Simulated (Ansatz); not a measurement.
**How far each method lies from RCCSDTQ for C$_{2}$H$_{3}$F, singlet**

Geometry: MP2(full)/6-31G*, from the G2/97 set.

```xyz
6

C     0.0933    0.4598    0.0000
C     1.2853   -0.1230    0.0000
F    -1.0556   -0.2562    0.0000
H    -0.0931    1.5279    0.0000
H     1.3847   -1.2007    0.0000
H     2.1773    0.4884    0.0000
```

Basis cc-pVDZ; Ansatz 0.2.0. Correlated methods freeze the noble-gas cores, which leaves 18 electrons in 54 orbitals. R marks a restricted (for open shells ROHF) determinant.

Full CI isn't at hand for all of this; RCCSDTQ serves as the reference, and is uncertain by about the last step of the cluster series.

The UHF ⟨S²⟩ is 0.000 and the T1 diagnostic (RCCSD) is 0.0121. The largest doubles amplitude (RCCSD) is 0.129.

```tsv
level	E − E(RCCSDTQ) (kJ/mol)	share of correlation (%)	wall time
RHF	1298.8	0.00	–
RMP2	109.6	91.56	–
RCCSD	39.4	96.97	–
RCCSD(T)	4.6	99.65	0.75 s
RCCSDT	2.7	99.79	–
RCCSDT(Q)	-0.2	100.02	3.5 s (H100)
```

The correlation energy at RCCSDTQ, counted from RHF, is -13.461 eV. That run took 3.7 min on 5 threads of AMD EPYC 7R13 with a whole H100 80 GB, shared host.

Times hold each run's SCF and search for its determinant on a shared host, so for small cases they say little of a method's own cost; rows without a card ran on 1 thread of AMD EPYC 7R13.

Atomization energy (electronic, same basis, no zero-point term; atoms at the same level, unrestricted beside the R rows where the molecule is a closed shell, with restricted open-shell steps beyond CCSDT(Q)) at RCCSDTQ: 2212.6 kJ/mol. Errors of other levels:

```
    level  error (kJ/mol)
      RHF          -509.0
     RMP2            39.3
    RCCSD           -30.0
 RCCSD(T)            -2.4
   RCCSDT            -2.4
RCCSDT(Q)             0.2
```

This basis is far from its limit, so the value isn't to be set against a measured one.
